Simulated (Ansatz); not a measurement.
**AlH3, triplet: from triple and quadruple zeta to the limit**

```yaml
atoms:
  - { symbol: Al, position_ang: [0.0000, 0.0744, -0.0956] }
  - { symbol: H, position_ang: [0.0000, -1.3724, -0.7540] }
  - { symbol: H, position_ang: [0.4207, -0.3098, 1.6570] }
  - { symbol: H, position_ang: [-0.4207, -0.3098, 1.6570] }
```

Ansatz 0.2.0, UHF determinant, valence electrons correlated. Energies in eV.

```json
{"set": "def2-TZVPP", "X": "3", "functions": "84", "Hartree–Fock": "-6627.2739", "MP2 correlation": "-2.2695", "CCSD(T) correlation": "-2.9166", "time": "4.8 s on 1 × NVIDIA H100 80GB HBM3 with 1 thread of AMD EPYC 7R13 Processor (Zen 3), with other jobs on the host"}
{"set": "def2-QZVPP", "X": "4", "functions": "160", "Hartree–Fock": "-6627.4898", "MP2 correlation": "-2.4098", "CCSD(T) correlation": "-3.0315", "time": "6.5 s on 1 × NVIDIA H100 80GB HBM3 with 1 thread of AMD EPYC 7R13 Processor (Zen 3) (shared host)"}
```

Hartree–Fock is taken to follow E(X) = E∞ + A·exp(−7.88·√X), correlation E(X) = E∞ + B·X^−2.97.

Cautions: lower spins were not checked.

Problem. Work out the CCSD(T) energy at the limit, and how far the shortcut misses it that extrapolates MP2 and adds CCSD(T) minus MP2 from the smaller set.

Solution. Hartree–Fock: E∞ = E4 + 0.1377·(E4 − E3) = -6627.5196. Correlation: E∞ = E4 + 0.7407·(E4 − E3) = -3.1166 for CCSD(T) and -2.5137 for MP2. The limit is -6630.6362 eV, 0.115 eV below def2-QZVPP. The shortcut gives a correlation energy of -2.5137 + (-0.6471) = -3.1609, 44 meV lower than the direct value.

Past Ne part of the Hartree–Fock step between the two sets comes from the cores, which don't follow the formula, so the 30 meV that it adds to the total can overshoot; that part largely cancels in differences.
